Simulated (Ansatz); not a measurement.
# SiH₂F radical: basis-set convergence

One table from this session's results is given with a row withheld; the runs are named, their logs left out.

Program: Ansatz 0.2.0, Gaussian basis. Level of theory: one geometry, several basis sets. These are calculated values, not measurements.

Plan: PBE0-D4/def2-SVP; ωB97M-V/def2-SVP; PBE0-D4/def2-QZVPP; ωB97M-V/def2-QZVPP; CCSD(T)/cc-pV(D+d)Z; CCSD(T)/cc-pV(T+d)Z; CCSD(T)/cc-pV(Q+d)Z; the functionals' def2-TZVPP values are taken from earlier runs.

## Structure used throughout

An earlier PBE0-D4 in a triple-zeta def2 set relaxation fixed the geometry.

4 atoms, charge 0, spin multiplicity 2.

Atoms are counted from 1 here; the program's logs count them from 0.

Bond lengths: F1–Si2 1.604 Å, Si2–H3 1.490 Å, Si2–H4 1.490 Å. Angles: F1–Si2–H3 107.9°, F1–Si2–H4 107.9°, H3–Si2–H4 111.4°.

The first run:

in.yaml

```yaml
crystal:
  periodic: [false, false, false]
  atoms:
    - {symbol: F, position_ang: [1.239939, 0.658375, -0.448719]}
    - {symbol: Si, position_ang: [-0.069520, -0.253761, -0.290350]}
    - {symbol: H, position_ang: [-1.250652, 0.651154, -0.217047]}
    - {symbol: H, position_ang: [0.080233, -1.055767, 0.956116]}
basis:
  gaussian: {orbitals: def2-SVP}
magnetization: {spin_polarized: true, initial_magnetization: 1}
hamiltonian: {xc: pbe0, dispersion: d4}
output: {orbitals: {seedname: orbitals}}
```

Launch:

```bash
$ ansatz run in.yaml --threads 2 --pin off --events-out ev --progress --plain --max-ram 32768MiB --backend cpu
```

Steps of the session up to this table: PBE0-D4 in def2-SVP; ωB97M-V in def2-SVP; PBE0-D4 in def2-QZVPP; ωB97M-V in def2-QZVPP.

One of the session's tables, all rows but one given; the rest of the session is left out.

It belongs to the step «Density functionals: the series». 

```
functional       basis  HOMO (eV)  LUMO (eV)
   PBE0-D4    def2-SVP      -6.47      -2.50
   PBE0-D4  def2-TZVPP      -6.56      -2.54
   PBE0-D4  def2-QZVPP      -6.58      -2.58
   ωB97M-V    def2-SVP      -8.22      -0.79
   ωB97M-V  def2-TZVPP          ?          ?
   ωB97M-V  def2-QZVPP      -8.36      -0.99
```

Estimate the missing values for ωB97M-V, def2-TZVPP.

**Answer.** HOMO (eV): -8.32; LUMO (eV): -0.91. In the column «HOMO (eV)» it lies between ωB97M-V, def2-QZVPP (-8.36) and ωB97M-V, def2-SVP (-8.22).
